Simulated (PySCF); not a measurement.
Record of a relaxation.

Compound: H2O2P (charge -1).
Bonds: O1–P2 (double), P2–O3. Hydrogens: H4, H5 on P2.
Bond orders are those of one Lewis drawing.

Method: PBE0-D3(BJ)/def2-SVP geometry optimisation, gas phase (PySCF); density fitting, grid level 1; the optimiser is geomeTRIC in internal coordinates, started from a GFN2-xTB structure with every atom displaced at random (about 0.01 Å). The frame can shift and turn from step to step; on so coarse a grid that alone can change the energy by a few meV, and forces under 0.02 eV/Å are noise.

Step 0: E = -13402.4874 eV, largest atomic force 4.537 eV/Å
```
atom  x, y, z in Å  |  force x, y, z in eV/Å
O1     -0.728    1.296    0.008   -3.030   3.377   0.081
P2      0.031    0.065   -0.008    0.687  -1.402  -0.291
O3      1.491    0.160   -0.068    3.223  -0.485  -0.183
H4     -0.325   -0.758    1.063   -0.489  -0.870   1.151
H5     -0.436   -0.797   -1.033   -0.391  -0.619  -0.758
```

Step 1: E = -13402.8133 eV, largest atomic force 0.571 eV/Å
```
atom  x, y, z in Å  |  force x, y, z in eV/Å
O1     -1.281    0.929   -0.203    0.182  -0.541   0.008
P2     -0.432   -0.331   -0.231   -0.023   0.476   0.051
O3      1.078   -0.298   -0.313   -0.222  -0.134   0.004
H4     -0.820   -1.195    0.905    0.031   0.126  -0.127
H5     -0.942   -1.220   -1.290    0.032   0.073   0.064
```

Step 2: E = -13402.8197 eV, largest atomic force 0.227 eV/Å
```
atom  x, y, z in Å  |  force x, y, z in eV/Å
O1     -1.292    0.916   -0.199    0.140  -0.179  -0.004
P2     -0.429   -0.326   -0.231   -0.090   0.132   0.032
O3      1.079   -0.309   -0.316   -0.085   0.004  -0.001
H4     -0.817   -1.184    0.899    0.022   0.030  -0.009
H5     -0.939   -1.212   -1.286    0.013   0.012  -0.018
```

Step 3: E = -13402.8204 eV, largest atomic force 0.055 eV/Å
```
atom  x, y, z in Å  |  force x, y, z in eV/Å
O1     -1.291    0.913   -0.197    0.029  -0.032   0.003
P2     -0.430   -0.327   -0.231   -0.020   0.051  -0.003
O3      1.076   -0.310   -0.318    0.001   0.004   0.001
H4     -0.814   -1.181    0.901   -0.001  -0.011   0.003
H5     -0.938   -1.209   -1.289   -0.008  -0.013  -0.003
```

Step 4: E = -13402.8205 eV, largest atomic force under 0.02 eV/Å
```
atom  x, y, z in Å  |  force x, y, z in eV/Å
O1     -1.291    0.913   -0.195    0.005  -0.005  -0.002
P2     -0.430   -0.327   -0.231   -0.004   0.011   0.008
O3      1.076   -0.309   -0.319    0.004   0.002  -0.006
H4     -0.812   -1.181    0.901   -0.001  -0.007   0.002
H5     -0.940   -1.209   -1.289   -0.003  -0.001  -0.002
```

Q: Summarise the path.

A: The energy falls by 7.68 kcal/mol from step 0 to step 4; nine tenths of that is first reached at step 1. It falls at every step. The largest force goes from 4.537 to under 0.02 eV/Å. Among the bonds P2–H4 changes most, from 1.396 to 1.469 Å; the atoms move by 0.065 Å rms after alignment.

Q: Follow the three bonds and two angles with the largest change from start to end.

A: 
```
step  E above end (kcal/mol)  largest force (eV/Å)  P2–H4 (Å)  O1=P2 (Å)  P2–H5 (Å)  O1–P2–O3 (°)  O1–P2–H4 (°)
   0                    7.68                 4.537      1.396      1.447      1.418         117.9         111.0
   1                    0.17                 0.571      1.479      1.519      1.473         122.7         108.9
   2                    0.02                 0.227      1.471      1.513      1.468         124.2         108.2
   3                    0.00                 0.055      1.468      1.510      1.468         124.1         108.1
   4                    0.00            under 0.02      1.469      1.509      1.469         124.1         108.1
```

The cost below is that of the whole optimisation. Time: 8.9 s; peak memory 0.28 GiB. Hardware: an Intel Xeon Platinum 8175M at 2.50 GHz with one thread, on a shared host.
